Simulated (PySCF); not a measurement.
Species: C4H9P.
Cartesian coordinates in Å at the GFN2-xTB level; atoms count from 1:
```xyz
14
C4H9P angstrom
C      2.433    0.595    0.076
C      1.183   -0.137    0.430
C      0.195   -0.394   -0.416
P     -1.293   -1.357   -0.027
C     -2.548   -0.017   -0.311
H      2.544    1.477    0.706
H      2.426    0.904   -0.966
H      3.300   -0.043    0.247
H      1.113   -0.468    1.460
H      0.269   -0.087   -1.454
H     -1.212   -1.185    1.362
H     -3.512   -0.352    0.068
H     -2.258    0.908    0.184
H     -2.640    0.158   -1.382
```

The calculation used TDDFT B3LYP/def2-SVPD, vertical, gas phase, core orbitals frozen in the response in PySCF.

Transition dipole moments from the ground state, in atomic units and in the frame of the coordinates above (overall signs are arbitrary), for the states with f of 0.002 or more among the lowest 7:

| state | E (eV) | μx | μy | μz |
| --- | --- | --- | --- | --- |
| S1 | 5.437 | 1.223 | 0.374 | 0.119 |
| S2 | 5.813 | -0.355 | 0.150 | -0.324 |
| S3 | 6.075 | -0.177 | 0.096 | 0.022 |
| S4 | 6.390 | -0.011 | 0.214 | 0.078 |
| S5 | 6.704 | -0.269 | 0.032 | 0.119 |
| S6 | 6.930 | 0.332 | 0.451 | 0.085 |
| S7 | 7.150 | -0.729 | -0.042 | -0.366 |

Q: Work out the oscillator strengths.

A: f = (2/3) ΔE |μ|² with ΔE in hartree (27.2114 eV).

```
state  |μ|² (au)  |μ| (D)      f
   S1      1.651     3.27  0.220
   S2      0.254     1.28  0.036
   S3      0.041     0.52  0.006
   S4      0.052     0.58  0.008
   S5      0.087     0.75  0.014
   S6      0.321     1.44  0.055
   S7      0.667     2.08  0.117
```

Q: Which bond between heavy atoms lies closest to the direction of the S1 transition dipole?

A: C1–C2 and C3–P4, at 23° from it; next C2–C3 at 34°.

Q: What angle do the transition dipoles of S2 and S7 make?

A: |cos θ| = |μa·μb| / (|μa| |μb|) = 0.90, so θ ≈ 25° (taken between 0 and 90°, since the signs are arbitrary).

Q: How is the summed strength of these states shared among x, y and z?

A: (2/3) Σ ΔE μα² gives 0.346 for x, 0.065 for y and 0.045 for z, 0.456 in all.

Q: What peak molar absorption coefficient would the strongest computed level give as a lone Gaussian band 0.5 eV wide at half height?

A: ε(max) = 2.175×10⁸ f / FWHM, with the width in cm⁻¹. S1: 2.175×10⁸ × 0.2199 / 4033 ≈ 12000 L mol⁻¹ cm⁻¹.

Cost: about 50 s of CPU time on one thread; the machine was shared, so the figure is rough.

One conformer stands for the species.
